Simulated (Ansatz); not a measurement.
Born–Oppenheimer molecular dynamics of H₇SSi₂ (10 atoms, charge 1, multiplicity 1). It starts from a relaxed structure.

The calculation used RKS r2SCAN/def2-SVP (Ansatz).

```json
{"ensemble": "NVT, Nosé–Hoover chain", "time step": "0.5 fs", "steps asked": "100", "set temperature": "300 K", "thermostat": "time constant 300 fs, chain length 3", "seed": "995940"}
```

First frame:

```xyz
10
Properties=species:S:1:pos:R:3
Si -1.430 0.998 -0.562
S -0.427 -1.047 -0.384
Si 1.417 -0.708 0.920
H -2.452 0.747 -1.602
H -0.350 1.938 -0.940
H -1.943 1.161 0.817
H 0.177 -1.096 -1.601
H 2.102 0.471 0.341
H 0.773 -0.470 2.232
H 2.132 -1.995 0.779
```

Problem. How far do the bonds stretch over the last three quarters of this one trajectory? (Pairs bonded in most of those frames.)

Solution. 
```tsv
bond	mean (Å)	spread (Å)	shortest	longest
Si1–S2	2.308	0.014	2.28	2.32
Si1–H4	1.480	0.011	1.46	1.50
Si1–H5	1.484	0.010	1.47	1.50
Si1–H6	1.482	0.011	1.46	1.50
S2–Si3	2.296	0.002	2.29	2.30
S2–H7	1.365	0.035	1.31	1.42
Si3–H8	1.486	0.021	1.45	1.51
Si3–H9	1.483	0.016	1.46	1.51
Si3–H10	1.478	0.023	1.45	1.51
```

Mean temperature of the second half: 145 K. The conserved energy stayed within 0.11 meV per atom of its start (net change 0.031 meV per atom), so the integration is sound. The mean temperature of the second half is 52 % below the set value. A run of 0.05 ps of so small a system gives no equilibrium averages. Limits of this set-up: the dipole of an ion depends on the origin.

Time of the run: 8.1 min on 2 threads of Arm Neoverse N1, with other jobs on the host, peak memory 0.14 GiB.
